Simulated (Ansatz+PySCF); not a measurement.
Two shapes of singlet H2O.

Shape 1:

```xyz
3

O     0.0000    0.0000   -0.1795
H     0.0000    1.1313    0.7180
H     0.0000   -1.1313    0.7180
```

Shape 2:

```xyz
3

O     0.0000    0.0000   -0.2393
H     0.0000    1.5084    0.9573
H     0.0000   -1.5084    0.9573
```

Basis set: cc-pVDZ (spherical functions). Left uncorrelated: 1 orbital. Charge 0, multiplicity 1.

Computed with Ansatz (development build ahead of 0.2.0); each method stands on the lowest determinant of its kind that the runs found.

**Question.** Which shape is lower in energy, and by how much in each method?

**Answer.**

```
             method  E(2) − E(1) (eV)
                RHF             5.881
            RHF-MP2             4.155
 PBE (unrestricted)             3.981
PBE0 (unrestricted)             3.653
 ωB97X (restricted)             5.056
```

Shape 1 is lower. Caution for RHF, RHF-MP2, ωB97X (restricted): an unrestricted determinant lies well below. Caution for RHF-MP2: bonds are stretched, where a single reference can fail; large amplitudes, a single reference is doubtful. Caution for PBE (unrestricted): the unrestricted determinant is spin contaminated. Caution for PBE0 (unrestricted): the unrestricted determinant is a mixture of spin states.
